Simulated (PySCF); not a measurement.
H₃P, SMILES P.

The structure is a stationary point at PBE0-D3(BJ)/def2-TZVPD.

Level of theory: SMD-B3LYP/6-31G* (PySCF).

Solvation free energies are E(SMD) − E(gas) at the gas-phase geometry, for 1 M in both phases. In vacuum the dipole moment is 0.96 D.

| solvent | ΔG(solv) (kcal/mol) | its non-electrostatic (CDS) part | dipole (D) |
|---|---|---|---|
| water | … | … | … |
| methanol | -0.8 | 0.9 | 1.27 |
| chlorobenzene | -0.2 | 1.0 | 1.20 |

Q: Some entries are withheld; supply them. (Estimate from the structure and the level; the computed values follow.)

A: 
- water, ΔG(solv) (kcal/mol): 0.5
- water, its non-electrostatic (CDS) part: 2.2
- water, dipole (D): 1.28
